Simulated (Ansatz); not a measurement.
Process, species as SMILES: FCl (F-Cl) → ClF+ (doublet, bonded as FCl) + e-
B3LYP-D3(BJ)/def2-TZVP geometries, fixed; electronic energies without zero-point terms.
Largest species:
```xyz
2

F      0.0000     0.0000    -1.0729
Cl     0.0000     0.0000     0.5680
```
Charge 0, spin multiplicity 1.

The adiabatic ionisation energy at MP2 with Ansatz (a program for electronic structure), in eV, split into its Hartree-Fock and correlation parts. Cores are frozen. Open shells are unrestricted. No added dispersion term, no relativity. Functions are those of the species that has most.

```
basis            X  functions  Hartree-Fock     MP2
---------------  -  ---------  ------------  ------
aug-cc-pV(D+d)Z  2         55        11.927  12.650
aug-cc-pV(T+d)Z  3        101        11.721  12.654
aug-cc-pV(Q+d)Z  4        169        11.700  12.725
```

Worked estimate of the basis-set limit from each neighbouring pair, with Hartree-Fock from the larger set and the correlation part extrapolated as X^-3.
Correlation parts: X = 2: 0.723, X = 3: 0.933, X = 4: 1.025.
- (2,3): (27·(0.933) - 8·(0.723))/19 = 1.021; with Hartree-Fock 11.721 the estimate is 12.742 eV.
- (3,4): (64·(1.025) - 27·(0.933))/37 = 1.092; with Hartree-Fock 11.700 the estimate is 12.792 eV.
The last two estimates differ by 0.050 eV; the largest set lies 0.067 from the last. Over the last step Hartree-Fock moves by -0.021 and the correlation part by 0.092.
